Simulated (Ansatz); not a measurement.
Geometry optimisation, RKS PBE0/def2-SVP in Ansatz 0.2.0.

Input:

```yaml
crystal:
  periodic: [false, false, false]
  atoms:
    - { symbol: Al, position_ang: [-0.096191, -0.273084, -0.042024] }
    - { symbol: F, position_ang: [0.052117, -0.406938, 1.627604] }
    - { symbol: O, position_ang: [1.263097, -0.478848, -1.023588] }
    - { symbol: H, position_ang: [2.163073, -0.65575, -0.748031] }
    - { symbol: H, position_ang: [-1.499808, -0.044138, -0.692485] }
    - { symbol: H, position_ang: [0.153422, 2.287071, 0.951825] }
    - { symbol: H, position_ang: [0.141991, 1.702787, 1.373] }
basis:
  gaussian: { orbitals: def2-SVP }
hamiltonian:
  xc: pbe0
relax:
  f_tol: 0.03
  max_steps: 50
```

Run as:

```bash
$ ansatz run input.yaml --threads 1 --pin off --max-ram 2048MiB --backend cpu --events-out ev --progress --plain --runs-dir out
```

Question: Where does it end, and by what steps?

Answer: The forces met the threshold. After 8 steps the energy has fallen by 0.091 eV; H6 moved furthest, 0.42 Å.

| step | energy less start (eV) | largest force component (eV/Å) | accepted |
| --- | --- | --- | --- |
| 0 | 0.0000 | 1.408 | yes |
| 1 | -0.0505 | 0.617 | yes |
| 2 | -0.0647 | 0.660 | yes |
| 3 | -0.0766 | 0.396 | yes |
| 4 | -0.0750 | 0.912 | no |
| 5 | -0.0886 | 0.093 | yes |
| 6 | -0.0905 | 0.043 | yes |
| 7 | -0.0909 | 0.070 | yes |
| 8 | -0.0910 | 0.023 | yes |

```xyz
7
Properties=species:S:1:pos:R:3
Al -0.110 -0.206 0.062
F 0.004 -0.674 1.663
O 1.259 -0.285 -0.933
H 2.147 -0.534 -0.674
H -1.507 0.094 -0.579
H 0.226 2.041 0.614
H 0.160 1.695 1.293
```

Whether the end is a true minimum wasn't checked by a vibrational analysis.

Time of the run: 15 s on 1 thread of Intel(R) Xeon(R) Platinum 8488C (Sapphire Rapids), on a shared host, peak memory 0.15 GiB.
